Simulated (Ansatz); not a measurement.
A nudged elastic band was laid between two geometries of CH5AlO + H2 (10 atoms, charge 0, multiplicity 1).

Theory: Ansatz, RKS PBE-D4/6-31G*.

- movable images: 7
- climbing image: yes
- spring: 20.0 eV/Å²
- optimiser: quadratic models (default)
- start path: through a guess of the saddle point
- force threshold: 0.05 eV/Å
- iteration limit: 60
- end points: relaxed

Initial state:

```xyz
10
Properties=species:S:1:pos:R:3
Al -0.037 0.003 0.235
C -0.145 0.301 2.180
H -1.090 -0.044 2.633
H 0.685 -0.213 2.697
H -0.047 1.377 2.415
H 1.329 -0.208 -0.568
O -1.432 0.042 -0.796
H -2.304 0.185 -0.384
H 0.243 -2.820 0.533
H 0.127 -2.615 1.248
```

Final state:

```xyz
10
Properties=species:S:1:pos:R:3
Al -0.065 -0.711 -0.442
C 0.023 -0.192 2.557
H -1.057 0.020 2.523
H 0.372 -0.174 3.602
H 0.573 0.579 1.992
H 1.286 0.120 -0.606
O -1.526 0.186 -0.704
H -2.359 -0.319 -0.668
H -0.139 -2.299 -0.214
H 0.223 -1.201 2.154
```

Q: Which bonds break or form, and what moves?

A: Bonds broken: Al1–C2, H9–H10. Bonds formed: Al1–H9, C2–H10. CH5AlO + H2 becomes AlH3O + CH4.

Q: What energy profile does the band end with?

A: It converged. The highest image is number 4 of 0 to 8, 115.8 kJ/mol above the first end and 147.0 kJ/mol above the last; the last end lies 31.2 kJ/mol below the first. Beside the main top the profile has a ripple of under 15 meV (maxima at images 1, 4), which may be a very shallow well or noise. A structure lower than the last end lies on the path between it and the top, so the climb from that side starts below the end, which may itself be a saddle point or a shallow side well. Neighbouring images differ by up to 1.4 eV, so the band resolves the path poorly. Another band between the same ends (7 images) ends at a top of the same energy, where a vibrational analysis finds 1 clearly imaginary mode. The orbitals stay closed-shell, which can raise the energy where a bond breaks towards radicals; this wasn't checked here.

| image | path coordinate (Å) | energy (kJ/mol) | Al1–C2 (Å) | H9–H10 (Å) | Al1–H9 (Å) |
| --- | --- | --- | --- | --- | --- |
| 0 | 0.00 | 0.0 | 1.97 | 0.75 | 2.85 |
| 1 | 1.40 | 1.6 | 1.97 | 0.75 | 3.19 |
| 2 | 2.79 | 1.0 | 1.96 | 0.75 | 3.23 |
| 3 | 4.19 | 1.4 | 1.96 | 0.75 | 2.63 |
| 4 | 5.59 | 115.8 | 2.12 | 1.08 | 1.78 |
| 5 | 6.75 | -21.0 | 2.68 | 2.06 | 1.61 |
| 6 | 7.92 | -32.4 | 3.07 | 2.86 | 1.61 |
| 7 | 9.08 | -31.0 | 3.04 | 2.59 | 1.61 |
| 8 | 10.25 | -31.2 | 3.04 | 2.64 | 1.61 |

Q: What is the geometry of the highest image?

A: 
```xyz
10
Properties=species:S:1:pos:R:3
Al -0.083 -0.491 0.167
C -0.032 -0.095 2.249
H -0.613 -0.546 3.072
H 1.007 0.049 2.584
H -0.505 0.896 2.085
H 1.351 -0.348 -0.507
O -1.583 0.150 -0.422
H -1.819 -0.019 -1.350
H -0.221 -2.159 0.759
H -0.171 -1.428 1.557
```

The run took 4.7 min on 1 thread of Arm Neoverse V1, on a shared host, peak memory 0.12 GiB.
